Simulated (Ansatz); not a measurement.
The cluster Li2H3⁺. Total charge 1; triplet. Geometry PBE0-D4/def2-TZVP, that of the neutral doublet; atoms count from 1.

```tsv
atom	x (Å)	y (Å)	z (Å)
Li1	1.574	-0.290	1.923
Li2	0.005	0.758	0.177
H3	-1.192	0.495	-1.467
H4	-0.957	-0.195	-1.267
H5	0.570	-0.767	0.634
```

At PBE0-D4/def2-TZVP a singlet of charge 1 lies 4.71 eV below the triplet at the same geometry. The structure comes from a short search, and lower isomers may exist.

Question: Estimate the Mulliken populations from the PBE0/def2-TZVP orbitals of Ansatz.

Answer: 
```csv
atom,charge (e),spin (α − β)
Li1,0.45,0.54
Li2,0.31,0.59
H3,0.09,0.02
H4,0.00,-0.01
H5,0.15,0.85
```
Mulliken values and Mayer orders depend strongly on the basis.

Question: Where does the spin sit?

Answer: Summed by element: Li 1.13, H 0.87, of 2 unpaired in all. Largest on single atoms: H5 0.85, Li2 0.59, Li1 0.54.

Question: And the Mayer bond orders between bonded heavy atoms (over 0.3)?

Answer: Li1–Li2 0.56 (2.57 Å).
